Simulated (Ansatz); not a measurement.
Input for Ansatz (development build ahead of 0.2.0):

```yaml
crystal:
  periodic: [false, false, false]
  atoms:
    - { symbol: C, position_ang: [0.04726, -0.07207, -0.12555] }
    - { symbol: H, position_ang: [-0.01835, 0.91088, 0.6502] }
    - { symbol: H, position_ang: [0.15605, -0.87335, 0.50899] }
basis:
  gaussian: { orbitals: "6-31G" }
hamiltonian:
  xc: hf
correlation:
  method: mp2
  frozen_orbitals: { C: 1, H: 0 }
```

The input is written out in the form of the current development build from the run's settings.

Results

* Converged: yes
* Reference energy: -38.83903 hartree
* Correlation energy: -0.06627 hartree
* Total energy: -38.90530 hartree
* Spin squared of the determinant: 0.000

Caution: another spin multiplicity may lie lower.
